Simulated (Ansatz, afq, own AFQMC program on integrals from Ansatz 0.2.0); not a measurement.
**Where AFQMC and coupled cluster stand for CH, doublet**

```
atom    x (Å)    y (Å)    z (Å)
   C   0.0024   0.0088   0.0024
   H  -0.2524  -1.0617  -0.2556
```

Basis def2-TZVP. Noble-gas cores (and the filled d shells of Ga–Kr and In–Xe) are frozen. Ansatz 0.2.0 and our own AFQMC program on the same integrals; the CISD trial comes from CCSD amplitudes, and released means the phaseless constraint is let go. Error bars are statistical, one sigma.

Determinant: ROHF, the one that the program's search chose, which needn't be the lowest solution. The geometry is a PBE0/def2-SVP stationary point of this or a neighbouring charge and spin state.

Full CI on the same integrals is exact in this basis and with this determinant's frozen core.

Cautions: a spin-contaminated unrestricted determinant lies lower (UHF 211 meV lower, ⟨S²⟩ 1.10).

The T1 diagnostic is 0.0171, the weight of the determinant in the CISD state is 0.932 and the size of the correlated space is 5 electrons in 36 orbitals.

Reference: full CI, correlation energy -3.575 eV. The released energy is read at 2.40 1/Eh (meV from the phaseless value at times in 1/Eh: -4.0 ± 1.6 at 0.24, -7.0 ± 1.3 at 0.51, -6.1 ± 1.3 at 0.99, -6 ± 4 at 1.62, -10.0 ± 1.7 at 2.40).

```
         level  E − E(reference) (kcal/mol)  share of correlation (%)
            HF                        82.45                      0.00
           MP2                        18.01                     78.16
          CCSD                         2.51                     96.95
       CCSD(T)                         0.47                     99.43
         CCSDT                         0.06                     99.93
      CCSDT(Q)                         0.01                     99.99
        CCSDTQ                         0.00                    100.00
 ph-AFQMC/CISD                  0.21 ± 0.04                     99.75
released AFQMC                 -0.02 ± 0.04                    100.03
```

CCSDT and higher add their correlation energy to the determinant of the CCSD(T) run, since their own runs factorise the integrals more tightly (a shift of under 2 meV). A walk keeps the symmetry of its determinant, which the program's search chose and which needn't be the lowest solution, so a lower state of the same spin and another symmetry isn't excluded. Released energies are given only where the last usable release times agree within the noise; a slower fall can still hide under it.
